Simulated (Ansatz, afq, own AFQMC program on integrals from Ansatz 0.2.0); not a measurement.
# BeGaH, singlet → BeGaH⁺, doublet

```xyz
3

Ga    0.0000    0.0000    2.1355
Be    0.0000    0.0000   -0.3881
H     0.0000    0.0000   -1.7474
```

Connectivity, by distances: Ga–BeH.

E(doublet, charge +1) − E(singlet, charge +0) at this geometry, on RHF and UHF determinants.

Basis cc-pVDZ. Noble-gas cores (and the filled d shells of Ga–Kr and In–Xe) are frozen. AFQMC by an in-house program on the Cholesky factors that Ansatz 0.2.0 writes for its CCSD(T) run. ph-AFQMC/CISD is guided by a CISD state made of CCSD amplitudes; releasing the constraint for a short imaginary time cuts its bias at the price of noise, slowly where states lie close. ± is one standard error of the sampling. No spin–orbit coupling. The errors of all members are added in quadrature.

Full CI on the same integrals is exact in this basis and with this determinant's frozen core.

Errors are counted within cc-pVDZ, not against nature.

Cautions: inner d shell frozen; no relativity below Rb; no spin-orbit coupling; BeGaH (singlet): higher spins were not checked, restricted determinant unstable towards unrestricted (UHF 112 meV lower, ⟨S²⟩ 0.54).

```
level  vertical ionization energy (kJ/mol)
 CCSD                                661.8
   HF                                579.9
```

(1) From these cheaper values, estimate the vertical ionization energy at the reference level in cc-pVDZ.

(1) 665.6 kJ/mol (full CI in cc-pVDZ).

| level | vertical ionization energy (kJ/mol) | error against FCI (kJ/mol) |
| --- | --- | --- |
| MP2 | 644.1 | -21.5 |
| CCSD(T) | 664.7 | -0.9 |
| CCSDT | 665.2 | -0.4 |
| CCSDT(Q) | 665.5 | -0.1 |
| ph-AFQMC/CISD | 665.4 ± 0.7 | -0.2 ± 0.7 |
| released AFQMC | 664.9 ± 0.6 | -0.7 ± 0.6 |

Correlation beyond CCSD(T) adds 0.9 kJ/mol. The perturbative (T) step is worth +2.9 kJ/mol.

CCSDT and higher add their correlation energy to the determinant of the CCSD(T) run, since their own runs factorise the integrals more tightly (a shift of under 2 meV). A walk keeps the symmetry of its determinant, which the program's search chose and which needn't be the lowest solution, so a lower state of the same spin and another symmetry isn't excluded. Released energies are given only where the last usable release times agree within the noise; a slower fall can still hide under it.
